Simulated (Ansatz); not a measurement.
# CH2LiO: the cost of one run

All numbers below are computed with Ansatz 0.2.0 (RKS PBE-D4/6-31G*).

### 1 Starting point

Bond lengths: Li1–O3 1.779 Å, C2–O3 1.220 Å, C2–H4 1.099 Å, C2–H5 1.099 Å. Angles: Li1–O3–C2 174.7°, O3–C2–H4 118.3°, O3–C2–H5 118.3°, H4–C2–H5 119.1°.

Coordinates:

```xyz
5

Li   -0.0853   -0.1341   -2.3525
C    -0.0268   -0.0477    0.6416
O    -0.0904   -0.1359   -0.5740
H     0.9136   -0.3280    1.1355
H    -0.7111    0.6457    1.1494
```

### 2 Relaxing the start

input.yaml reads:

```yaml
crystal:
  periodic: [false, false, false]
  atoms:
    - { symbol: Li, position_ang: [-0.0853, -0.1341, -2.3525] }
    - { symbol: C, position_ang: [-0.0268, -0.0477, 0.6416] }
    - { symbol: O, position_ang: [-0.0904, -0.1359, -0.574] }
    - { symbol: H, position_ang: [0.9136, -0.328, 1.1355] }
    - { symbol: H, position_ang: [-0.7111, 0.6457, 1.1494] }
total_charge: 1
basis:
  gaussian: { orbitals: "6-31G*" }
hamiltonian:
  xc: pbe
  dispersion: d4
relax:
  f_tol: 0.02
  max_steps: 40
scf:
  lower_state_search: "off"
```

Run with:

```sh
> ansatz run input.yaml --threads 1 --pin off --max-ram 2048MiB --backend cpu --events-out ev --progress --plain --runs-dir out
```

What time and memory should one allow on 1 thread of Arm Neoverse V2, shared host?

About 5.5 s, with a peak of 0.11 GiB.
